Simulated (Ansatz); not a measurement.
**1T (CdI2-type) TiTe2**

These are PBE0-D3(BJ) (PAW; Ansatz, a quantum-chemistry and plane-wave program) values and carry that method's errors.

Cell: relaxed with PBE-D3(BJ): a = b = 3.6988 Å, c = 6.3780 Å, α = β = 90.00°, γ = 120.00°.

| Item | Value |
|---|---|
| interlayer binding energy | 42.8 meV/Å² |

Note: exact exchange on metals is sensitive to the k mesh and can open a false gap; the run warned that the count of filled bands differs between k points.

Spin–orbit coupling is not included.

Computed values are for the static lattice.
